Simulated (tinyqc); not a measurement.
RKS/LDA (VWN5) in the sto-6g basis, for OH-, spin multiplicity 1, step by step (part 2 of 2). The basis has no diffuse functions, so it cannot describe the extra electron: this is an exercise in the method, not the real anion. Computed by tinyqc, a small Python program that keeps every step (integrals from PySCF). Command: `OMP_NUM_THREADS=1 python tinyqc.py 28903 28904 out.jsonl` (the two numbers bound the seeds that draw the settings). One thread of a shared host (Intel(R) Xeon(R) Processor @ 2.60GHz), about 0.5 s of CPU time with the checks.

Geometry (angstrom):
```
atom        x        y        z
O     0.00000  0.00000  0.00000
H     0.00000  0.00000  1.38800
```

## Convergence

Stop when the energy changes by less than 1e-10 hartree and every element of the error matrix X^T (F D S - S D F) X is below 3e-06.

Course of the cycle:
```
iteration  E (hartree)     change  largest element of the error matrix
1          -73.4138245          -                             3.88e-01
2          -73.9778955  -5.64e-01                             4.02e-01
3          -74.3051600  -3.27e-01                             2.72e-01
4          -74.4348683  -1.30e-01                             1.65e-01
5          -74.4874233  -5.26e-02                             9.73e-02
6          -74.5099593  -2.25e-02                             5.70e-02
7          -74.5201269  -1.02e-02                             3.35e-02
8          -74.5248884  -4.76e-03                             1.99e-02
9          -74.5271743  -2.29e-03                             1.20e-02
10         -74.5282890  -1.11e-03                             7.29e-03
11         -74.5288379  -5.49e-04                             4.48e-03
12         -74.5291099  -2.72e-04                             2.79e-03
13         -74.5292451  -1.35e-04                             1.75e-03
14         -74.5293124  -6.74e-05                             1.11e-03
...                ...        ...                                  ...
21         -74.5293791  -5.25e-07                             6.48e-05
22         -74.5293794  -2.63e-07                             4.57e-05
23         -74.5293795  -1.31e-07                             3.22e-05
24         -74.5293796  -6.58e-08                             2.27e-05
25         -74.5293796  -3.29e-08                             1.59e-05
26         -74.5293796  -1.65e-08                             1.12e-05
27         -74.5293796  -8.24e-09                             7.86e-06
28         -74.5293796  -4.12e-09                             5.51e-06
29         -74.5293797  -2.06e-09                             3.86e-06
30         -74.5293797  -1.03e-09                             2.70e-06
31         -74.5293797  -5.16e-10                             1.89e-06
32         -74.5293797  -2.58e-10                             1.32e-06
33         -74.5293797  -1.29e-10                             9.25e-07
34         -74.5293797  -6.46e-11                             6.46e-07
```

PySCF RKS in the same basis, fine grid = -74.5202283 hartree

Converged in 34 iterations. The coarse grid moves the energy by -9.15e-03 hartree.

## Populations, bond orders and dipole

D after iteration 34, order 1O 1s, 1O 2s, 1O 2px, 1O 2py, 1O 2pz, 2H 1s:
$$\begin{pmatrix}
2.11229 & -0.48898 & 0.00000 & 0.00000 & 0.05897 & 0.02201 \\
-0.48898 & 2.14201 & 0.00000 & 0.00000 & -0.29876 & -0.22222 \\
0.00000 & 0.00000 & 2.00000 & 0.00000 & 0.00000 & 0.00000 \\
0.00000 & 0.00000 & 0.00000 & 2.00000 & 0.00000 & 0.00000 \\
0.05897 & -0.29876 & 0.00000 & 0.00000 & 0.51603 & 0.77815 \\
0.02201 & -0.22222 & 0.00000 & 0.00000 & 0.77815 & 1.19999
\end{pmatrix}$$

overlap S, order 1O 1s, 1O 2s, 1O 2px, 1O 2py, 1O 2pz, 2H 1s:
$$\begin{pmatrix}
1.00000 & 0.23114 & 0.00000 & 0.00000 & 0.00000 & 0.02049 \\
0.23114 & 1.00000 & 0.00000 & 0.00000 & 0.00000 & 0.24497 \\
0.00000 & 0.00000 & 1.00000 & 0.00000 & 0.00000 & 0.00000 \\
0.00000 & 0.00000 & 0.00000 & 1.00000 & 0.00000 & 0.00000 \\
0.00000 & 0.00000 & 0.00000 & 0.00000 & 1.00000 & 0.23371 \\
0.02049 & 0.24497 & 0.00000 & 0.00000 & 0.23371 & 1.00000
\end{pmatrix}$$

Mulliken: Z minus the diagonal of D S on the atom; Loewdin: the same with S^(1/2) D S^(1/2); Mayer order: 2 sum_s sum (D(s) S)_ij (D(s) S)_ji over the two atoms.

Charges (e):
```
atom  Mulliken   Loewdin
1O    -0.67214  -0.67672
2H    -0.32786  -0.32328
```

Mayer bond orders:
```
pair    order
2-1   0.89251
```

dipole moment about the origin, x y z (debye): [0.00000, 0.00000, -1.69623]
